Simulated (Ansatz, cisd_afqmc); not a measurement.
System: C2H3F, charge 0, singlet. C2H3F (fluoroethene, SMILES C=CF).
B3LYP-D3(BJ)/def2-TZVP minimum from Ansatz (an electronic-structure program):
```
C
C 1 1.3174
F 1 1.3475 2 122.16
H 2 1.0798 1 119.40 3 180.00
H 2 1.0810 4 119.01 1 180.00
H 1 1.0823 2 126.09 4 0.00
```

Total energies in cc-pVDZ, 18 correlated electrons, 3 frozen orbitals. UHF or UKS for unpaired electrons; spin-orbit terms are left out. Correlated methods leave the cores frozen. No relativity. The Monte Carlo rows (phaseless AFQMC, CISD trial, step 0.005/hartree) carry one-sigma bars that omit the constraint's bias. Outlying blocks are dropped, and bars are widened where a walk drifts. Over all cases where full CI ran beside it in this data, AFQMC minus full CI had a median of +0.1 mEh and passed +0.4 mEh in a tenth of the cases.

| method | program | energy (Eh) | minus CCSDT(Q) (mEh) |
|---|---|---|---|
| HF | Ansatz | -176.89555 | 493.65 |
| MP2 | Ansatz | -177.34759 | 41.62 |
| CCSD | Ansatz | -177.37432 | 14.89 |
| CCSD(T) | Ansatz | -177.38740 | 1.81 |
| CCSDT(Q) | Ansatz | -177.38921 | 0.00 |
| AFQMC/CISD | cisd_afqmc | -177.3889 ± 0.0004 | 0.3 ± 0.4 |

Rough core times of Ansatz's runs on a shared machine: CCSD(T) under 20 s, CCSDT(Q) 40 s.
